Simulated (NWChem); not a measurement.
System: C₃H₈O; SMILES CCOC

Here is an NWChem input.

```
start job
memory heap 200 mb stack 900 mb global 1100 mb
geometry units angstroms noautoz
  C      0.477379     1.553332     0.154743
  C     -0.613758     0.581148    -0.259763
  O     -0.529009    -0.671918     0.362256
  C      0.477951    -1.501536    -0.125060
  H      0.301917     2.541396    -0.297820
  H      0.488825     1.672121     1.248906
  H      1.476891     1.218505    -0.162449
  H     -1.598110     0.989269     0.020154
  H     -0.617750     0.461706    -1.363976
  H      1.496408    -1.114380     0.072831
  H      0.385834    -1.666137    -1.218221
  H      0.383269    -2.474256     0.378636
end
basis spherical
  * library def2-svp
end
dft
  xc b3lyp
  iterations 150
  mulliken
end
task dft energy
```

Geometry: optimised at PBE0/def2-SVP.

**Question.** What results follow from this input? (B3LYP/def2-SVP.) Quantities: basis functions; energy (Ha); highest occupied level (eV); orbital gap (eV); dipole (D).

**Answer.** 
```
Quantity                      Result
---------------------------  -------
number of basis functions         96
energy (Ha)                  -194.20
highest occupied level (eV)    -6.93
orbital gap (eV)                8.45
dipole (D)                      1.22
```
